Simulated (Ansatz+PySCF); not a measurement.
## singlet C₄H₁₀: levels of theory in one basis

```csv
atom,x (Å),y (Å),z (Å)
H,0.0000,0.0000,1.3559
C,0.0000,0.0000,0.3383
C,1.3375,0.0000,-0.0869
C,-0.6687,1.1583,-0.0869
C,-0.6687,-1.1583,-0.0869
H,1.3946,0.0000,-1.1003
H,1.8335,0.8184,0.2465
H,1.8335,-0.8184,0.2465
H,-0.6973,1.2078,-1.1003
H,-1.6255,1.1786,0.2465
H,-0.2079,1.9970,0.2465
H,-0.6973,-1.2078,-1.1003
H,-0.2079,-1.9970,0.2465
H,-1.6255,-1.1786,0.2465
```

Basis set: def2-SVP (spherical functions). Frozen core: 4 orbitals. Charge 0, multiplicity 1.

Computed with Ansatz (development build ahead of 0.2.0); each method stands on the lowest determinant of its kind that the runs found.

```csv
method,E − E(RHF) (eV),<S²> of the determinant
RHF,0.00,0.00
```

Task: What does RHF-MP2 give on the same scale?

Result: -15.92 eV.

Task: Is a single determinant a sound starting point here?

Result: By this sign, yes. Unrestricted orbitals gain 0.00 eV and <S²> is 0.00 against 0.00 for a pure state.
